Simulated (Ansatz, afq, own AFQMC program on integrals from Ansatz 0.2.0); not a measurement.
Atomization energy of C2H, doublet

```yaml
atoms:
  - { symbol: C, position_ang: [0.0000, 0.0000, 0.0447] }
  - { symbol: C, position_ang: [0.0000, 0.0000, -1.1555] }
  - { symbol: H, position_ang: [0.0000, 0.0000, 1.1107] }
```

Connectivity, by distances: CH–C.

Atoms in their ground-state spins without spin–orbit coupling (mostly on UHF) minus the molecule (UHF), without zero-point energy. The geometry is a stationary point, not shown to be a minimum.

Basis 6-31G. Only valence electrons are correlated. Integrals, coupled cluster, full CI and functionals: Ansatz 0.2.0; the random walks run on the same integrals in our own AFQMC program. ph-AFQMC/CISD is guided by a CISD state made of CCSD amplitudes; releasing the constraint for a short imaginary time cuts its bias at the price of noise, slowly where states lie close. Uncertainties: one standard error, sampling alone. The errors of all members are added in quadrature.

Full CI on the same integrals is exact in this basis and with this determinant's frozen core.

Errors are counted within 6-31G, not against nature.

Cautions: C₂H (doublet): strong correlation (T1 0.068, weight of the determinant 0.81, largest double 0.12), unrestricted determinant spin contaminated (⟨S²⟩ 1.20 against 0.75), its ph-AFQMC/CISD value lies 59 ± 9 meV above full CI.

Reference (full CI): 233.4 kcal/mol.

```tsv
level	atomization energy (kcal/mol)	error against FCI (kcal/mol)
HF	171.3	-62.1
MP2	222.5	-10.8
CCSD	229.5	-3.9
CCSD(T)	232.2	-1.2
CCSDT	232.7	-0.7
CCSDT(Q)	233.2	-0.2
ph-AFQMC/CISD	232.1 ± 0.2	-1.3 ± 0.2
released AFQMC	233.2 ± 0.2	-0.2 ± 0.2
```

Correlation beyond CCSD(T) adds 1.2 kcal/mol. The perturbative (T) step is worth +2.7 kcal/mol. Where the cautions show a poor determinant, the low rows tell how each method copes with it, not its usual error.

CCSDT and higher add their correlation energy to the determinant of the CCSD(T) run, since their own runs factorise the integrals more tightly (a shift of under 2 meV). A walk keeps the symmetry of its determinant, which the program's search chose and which needn't be the lowest solution, so a lower state of the same spin and another symmetry isn't excluded. Released energies are given only where the last usable release times agree within the noise; a slower fall can still hide under it.
